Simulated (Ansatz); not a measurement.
# CHOSi (doublet): wave-function methods side by side, cc-pVTZ

An exercise on one series of results from a longer session: the logs are not shown, and one member is left open.

Program: Ansatz 0.2.0, Gaussian basis. Level of theory: cc-pVTZ, core rule «outside noble gas», up to 7 orbitals frozen. These are calculated values, not measurements.

Plan: UHF; CCSD(T) on ROHF; CCSD(T) on UHF; BCCD(T) on ROHF; CCSDT(Q) on ROHF; CCSDT(Q) on UHF.

6 further runs of the same task are left out: 1 for a known fault of the program, 5 set aside as unsound or not needed. Runs told in other sessions of the task aren't counted.

### What is computed

The geometry is a PBE0/def2-TZVP stationary point (not a proven minimum) of the parent state, kept for this charge and spin.

4 atoms, charge 0, spin multiplicity 2.

Atoms are counted from 1 here; the program's logs count them from 0.

Bond lengths: C1–Si2 1.820 Å, C1–H4 1.084 Å, Si2–O3 1.530 Å. Angles: Si2–C1–H4 150.6°, C1–Si2–O3 122.3°.

The first run:

File in.yaml:

```yaml
crystal:
  periodic: [false, false, false]
  atoms:
    - {symbol: C, position_ang: [0.000000, -0.231556, 1.642911]}
    - {symbol: Si, position_ang: [0.000000, 0.419511, -0.056146]}
    - {symbol: O, position_ang: [0.000000, -0.495400, -1.281834]}
    - {symbol: H, position_ang: [0.000000, -1.066454, 2.334393]}
basis:
  gaussian: {orbitals: cc-pVTZ}
magnetization: {spin_polarized: true, initial_magnetization: 1}
hamiltonian: {xc: hf}
output: {orbitals: {seedname: orbitals}}
```

Run with:

```sh
> ansatz run in.yaml --threads 1 --pin off --events-out ev --progress --plain --max-ram 4096MiB --backend cpu
```

Among the steps run: UHF; CCSD(T) on ROHF; CCSD(T) on UHF; BCCD(T) on ROHF; CCSDT(Q) on ROHF; CCSDT(Q) on UHF.

One of the session's tables, all rows but one given; the rest of the session is left out.

It belongs to the step «Misses and costs». 

```
   method  from RCCSDT(Q) (kcal/mol)
      UHF                    +298.18
     RMP2                     +49.95
     UMP2                     +26.34
    RCCSD                     +37.70
    UCCSD                     +14.83
 RCCSD(T)                     +11.64
 UCCSD(T)                      +0.70
  BCCD(T)                     +11.73
   RCCSDT                          ?
   UCCSDT                      -1.91
RCCSDT(Q)                          0
UCCSDT(Q)                      -4.97
```

**Question.** Estimate the row for RCCSDT.

As computed: from RCCSDT(Q) (kcal/mol): +6.44. In the column «from RCCSDT(Q) (kcal/mol)» it lies between UCCSD(T) (+0.70) and RCCSD(T) (+11.64).

Left out of the table: ROHF (another determinant or state than the rows shown).

Caveats from the session: The determinant of CCSD(T) (⟨S²⟩ 1.79) is far from a pure spin state, so its energy mixes those of several spin states; high orders of coupled cluster remove much of that, low ones don't. The report flags that the cluster equations may have other roots. The determinant of CCSDT(Q) (⟨S²⟩ 1.79) is far from a pure spin state, so its energy mixes those of several spin states; high orders of coupled cluster remove much of that, low ones don't. The program flags UCCSD(T), BCCD(T), RCCSDT(Q), UCCSDT(Q) as in doubt, so the zero of the table is itself unsure. Warnings: spin contamination; coupled cluster took another determinant than the lowest; large T1 diagnostic. Restricted and unrestricted rows rest on different reference determinants; a gap between their highest levels can come from leftover correlation error, from unlike frozen cores or from another state.
